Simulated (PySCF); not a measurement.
Level of theory: PBE0-D3(BJ)/def2-TZVP run with PySCF. All species are isolated molecules in the gas phase. One relaxed conformer stands for a flexible species; it need not be the lowest. Delta-SCF ions had no search for a lower state. Excitations are Tamm–Dancoff values on a coarser integration grid. The basis has no diffuse functions, so Rydberg states are missing or too high.

Reference species (SMILES): `B(Cl)(Cl)O` (H–O–B–Cl torsion 180°) (neutral, multiplicity 1).

```json
{
 "HOMO–LUMO gap": "8.72 eV",
 "vertical ionisation energy (Delta-SCF)": "11.46 eV",
 "HOMO": "-9.08 eV",
 "S1–T1 gap (TDA)": "0.20 eV"
}
```

After one change: the HOMO–LUMO gap decreases by 1.32 eV; the vertical ionisation energy (Delta-SCF) falls by 0.16 eV; the HOMO hardly moves; the S1–T1 gap (TDA) hardly moves.

Q: Which change was made? The new species is one of these.
A. `OB(O)Cl` (H–O–B–Cl torsion 180°, Cl–B–O–H torsion 0°)
B. `ClB(Cl)Cl`
C. `OB(O)O`

A: B, `ClB(Cl)Cl`
